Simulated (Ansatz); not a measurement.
Ansatz (a program for electronic structure) input (CCSD(T)/def2-TZVPPD):
A basis named .json is the Basis Set Exchange file of that set.

Ansatz 0.2 input:
```yaml
crystal:
  periodic: [false, false, false]
  atoms:
    - {symbol: O, position_ang: [0.00087921, 0.00996717, 0.66372784]}
    - {symbol: C, position_ang: [-0.00069266, -0.00785239, -0.52290140]}
    - {symbol: H, position_ang: [0.00580988, 0.95150323, -1.10075038]}
    - {symbol: H, position_ang: [-0.00868758, -0.98412628, -1.07166392]}
basis:
  gaussian:
    orbitals: def2-TZVPPD.json
total_charge: 1
magnetization: {spin_polarized: true, initial_magnetization: 1}
correlation: {method: ccsd_t, electrons: outside_noble_gas}
```

Output:

```
Functional definition: HF
integrals: 0.24 GiB planned
655 factors; integrals over basis functions are off by at most 1.2e-3 eV
mean field: 0.22 GiB planned
mean field evaluation 1: about -3083.2645 eV, gradient 3.9e1 eV
mean field evaluation 2: about -3083.2668 eV, gradient 3.9e1 eV
mean field evaluation 4: about -3089.7601 eV, gradient 5.0e0 eV
mean field evaluation 8: about -3090.4112 eV, gradient 2.8e-1 eV
mean field evaluation 16: about -3089.7577 eV, gradient 5.0e0 eV
mean field evaluation 32: about -3090.4141 eV, gradient 8.5e-6 eV
mean field evaluation 64: about -3083.9436 eV, gradient 9.7e-3 eV
mean field evaluation 96: about -3090.3915 eV, gradient 6.4e-1 eV
mean field -3090.41406162 eV, -113.5706220066 hartree, gradient 8.5e-6 eV, S^2 0.785167; 2 other end points of the search recorded, 0 dependent functions left out
determinant -3090.41406162 eV, -113.5706220066 hartree, with singles and doubles -3100.16451776 eV, -113.9289446605 hartree
determinant -3087.29516885 eV, -113.4560048114 hartree, with singles and doubles -3096.37891825 eV, -113.7898264446 hartree
2 core orbitals not correlated
reference -3090.41406162 eV, -113.5706220066 hartree; 6, 5 occupied and 103, 104 virtual orbitals, 655 factors
second order -8.91740556 eV of doubles, -0.00000000 eV of singles
coupled cluster: 0.61 GiB planned
cycle   1  -9.65467148 eV  change   -9.8e-1 eV  update   2.2e-2
cycle   2  -9.68414718 eV  change   -2.9e-2 eV  update   5.8e-3
cycle   3  -9.68769196 eV  change   -3.5e-3 eV  update   2.9e-3
cycle   4  -9.69192304 eV  change   -4.2e-3 eV  update   1.4e-3
cycle   5  -9.69457905 eV  change   -2.7e-3 eV  update   7.9e-4
cycle   6  -9.69587406 eV  change   -1.3e-3 eV  update   3.0e-4
cycle   7  -9.69599605 eV  change   -1.2e-4 eV  update   7.9e-5
cycle   8  -9.69606899 eV  change   -7.3e-5 eV  update   2.8e-5
cycle   9  -9.69605860 eV  change    1.0e-5 eV  update   9.0e-6
perturbative correction -0.37841579 eV, -0.0139065239 hartree
Total energy: -3100.48853601 eV, -113.9408521119 hartree
```
